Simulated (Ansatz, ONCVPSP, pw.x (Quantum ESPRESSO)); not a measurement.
## beryllium (Be): one change to the ONCV potential, in the atom and in the bcc crystal

ONCVPSP 4.0.1.1 (patched build) input, shortened (lines: element, Z, core and valence counts, functional; n l f; lmax; l rc ep ncon nbas qcut; lloc lpopt rc5 dvloc0; l nproj debl; icmod fcfact rcfact), PBEsol, scalar-relativistic:

```
  Be 4.00    1    1  -116133      upf
    1    0    2.00
    2    0    0.50
    2
    0    2.05    0.00    3    7    2.70
    1    2.00    0.27    3    7    4.90
    2    1.85    0.10    4    8    4.40
    4    5    1.85    2.00
    0    2    1.30
    1    2    2.60
    2    3    1.60
    3    4.25    1.60
```

In the p channel the program set the typed energies aside and used 0.050, 2.650 Ha.

Change: local potential polynomial inside 1.24 bohr (lpopt 5, dvloc0 2 Ha).

Cutoffs, loose and tight: the cutoffs (Ha) at which the residual kinetic energy of the hardest occupied pseudo-wave falls to 1 and 0.1 mHa per electron. They do not see the model core or the augmentation charge, which bear on the density cutoff. Test errors are all-electron minus pseudo excitation energies from the reference, over the configurations 2s2; 2s1; 2s1.5; 2s0 2p2; variants that change the core or the reference have their own tests.

Crystal test: bcc Be in pw.x 7.5, no spin, 18³ k-points, Fermi–Dirac smearing 0.01 Ry, cutoffs set for each file from its atomic test. The reference is all-electron LAPW (Ansatz 0.2.0) with the same functional, mesh and smearing; V0 and B0 come from Birch–Murnaghan fits to the pressures at five volumes. Errors are pseudo minus all-electron; Δ is the rms difference of the E(V) curves that follow from these fits, minima aligned, over ±6 % about the mean V0. Mesh and smearing are coarse, so the numbers serve the comparison and aren't converged zero-temperature values; the lattice is a test structure that the element need not adopt.

All-electron: a0 = 2.493 Å (V0 = 7.75 Å³/atom), B0 = 123.4 GPa.

Question: Does the change bring the crystal closer to the all-electron result?

Answer: The mean pressure error goes from +1.99 to +0.43 GPa, so the change moves the solid closer to the all-electron pressures. The B0 error goes the other way, from +0.5 to +1.8 %.

```tsv
quantity	base	changed
outcome (atom)	generated, projector energies reset by the program	generated, projector energies reset by the program
cutoff, loose (atom)	6.2 Ha	6.2 Ha
cutoff, tight (atom)	31 Ha	31 Ha
bound ghosts (atom)	none	none
largest test error (meV) (atom)	-44	-44
cutoffs in pw.x (Ry)	75/300	75/300
a0 (Å)	2.506	2.496
a0 error (%)	+0.52	+0.11
B0 error (%)	+0.5	+1.8
Δ (meV/atom)	3.3	0.7
mean pressure error (GPa)	+1.99	+0.43
```

Base: This is a poor potential for the solid.
